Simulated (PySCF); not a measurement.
Species: C3H6P2.
Cartesian coordinates in Å at the PBE0-D3(BJ)/def2-SVP level; atoms count from 1:
```xyz
11
C3H6P2 angstrom
C      2.6531    0.4027   -0.2707
C      1.6543   -0.2264   -0.5637
P      0.2725   -1.2821   -0.9026
C     -1.1043   -0.3545   -0.0594
P     -1.4393    1.4458   -0.3958
H      3.5366    0.9604   -0.0168
H      0.0304   -0.8151   -2.2320
H     -2.0286   -0.9157   -0.2778
H     -0.9454   -0.4683    1.0261
H     -1.4044    1.3641   -1.8233
H     -0.0870    1.8965   -0.3049
```

The calculation used PySCF, PBE0-D3(BJ)/def2-SVP geometry optimisation, gas phase.

Take the most abundant isotopes and a rigid rotor. The values belong to one conformer with, in the numbering `[CH:1]#[C:2][PH:3][CH2:4][PH2:5]`, C2–P3–C4–P5 53°, P3–C4–P5–H 48° and -46°.

**Question.** What are A, B and C (cm⁻¹)?

**Answer.** Ia = 113.65, Ib = 260.12, Ic = 349.15 u·Å²; 505379 MHz·u·Å²/I gives 4447, 1943 and 1447 MHz, that is A = 0.14833, B = 0.06481, C = 0.04828 cm⁻¹.

**Question.** Classify the top.

**Answer.** An asymmetric top. Ray's parameter κ = (2B − A − C)/(A − C) = -0.670; −1 is the prolate and +1 the oblate limit.

**Question.** What does the inertial defect say?

**Answer.** Not planar: Δ = Ic − Ia − Ib = -24.62 u·Å². For a rigid frame Δ = −2 Σ m c², so Σ m c² = 12.31 u·Å² lies off the ab plane: 7.56 from hydrogen and 4.75 from heavier atoms. The atom farthest from that plane is 1.64 Å away.

**Question.** Give the other two planar moments, Paa and Pbb, and the rms extents of the mass along the axes.

**Answer.** Paa = Σ m a² = (Ib + Ic − Ia)/2 = 247.81 and Pbb = Σ m b² = (Ia + Ic − Ib)/2 = 101.34 u·Å². With the mass M = 103.99 u, the rms extents √(P/M) along a, b and c are 1.54, 0.99, 0.34 Å.

**Question.** Predict some low-J microwave lines.

**Answer.** The dipole components are |μa| = 0.14 D, |μb| = 0.26 D, |μc| = 0.18 D. Intensities carry the squares of the components, which stand as 0.29 : 1.00 : 0.45 (a : b : c). Some lines, for components of 0.1 D or more:

```tsv
type	branch	J(Ka,Kc)	MHz	lower level (cm⁻¹)
b	Q	1(1,0) ← 1(0,1)	2999	0.113
b	R	1(1,1) ← 0(0,0)	5894	0.000
a	R	2(1,2) ← 1(1,1)	6285	0.197
c	R	1(1,0) ← 0(0,0)	6390	0.000
a	R	2(0,2) ← 1(0,1)	6714	0.113
a	R	2(1,1) ← 1(1,0)	7276	0.213
c	Q	2(2,1) ← 2(1,1)	7512	0.456
b	R	2(1,2) ← 1(0,1)	8789	0.113
b	Q	2(2,1) ← 2(1,2)	8998	0.406
c	R	2(2,0) ← 1(1,0)	14855	0.213
```

**Question.** Estimate the classical rotational partition function at 200 K, 298.15 K and 500 K.

**Answer.** Point group C1, symmetry number σ = 1; q = (√π/σ)·√((kT/h)³/(ABC)), k/h = 20836.6 MHz/K: 135000 at 200 K, 245000 at 298.15 K, 533000 at 500 K.

Not checked by PBE0-D3(BJ)/def2-SVP frequencies. No vibrational averaging or centrifugal distortion is included, and the geometry carries the error of its method.
